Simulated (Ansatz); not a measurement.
Basis-set extrapolation for C₂H₄ClN (`C/N=C/Cl`) (PBE0-D4/def2-TZVP geometry, frozen core, the Gaussian-basis code of Ansatz). Multiplicity 1, RHF reference.

|  | def2-TZVPP | def2-QZVPP |
| --- | --- | --- |
| HF | -592.050583 | -592.069532 |
| MP2 correlation | -0.724025 | -0.778621 |
| CCSD(T) correlation | -0.793538 | not run |

Energies in hartree. Use E(X) = E(∞) + A·exp(−7.88·√X) for Hartree–Fock and E(X) = E(∞) + B·X^(−2.97) for correlation, with X = 3 and 4, and add CCSD(T) minus MP2 of the smaller set to the MP2 limit.

Task: What is the CCSD(T) energy at the basis-set limit?

Result: HF limit: -592.069532 + (-0.018949) × 0.13774 = -592.07214. MP2 limit: -0.778621 + (-0.054596) × 0.74074 = -0.81906. Higher-order term: -0.793538 − (-0.724025) = -0.06951. Total: -592.96071 hartree, 73.2 kcal/mol below CCSD(T)/def2-TZVPP.
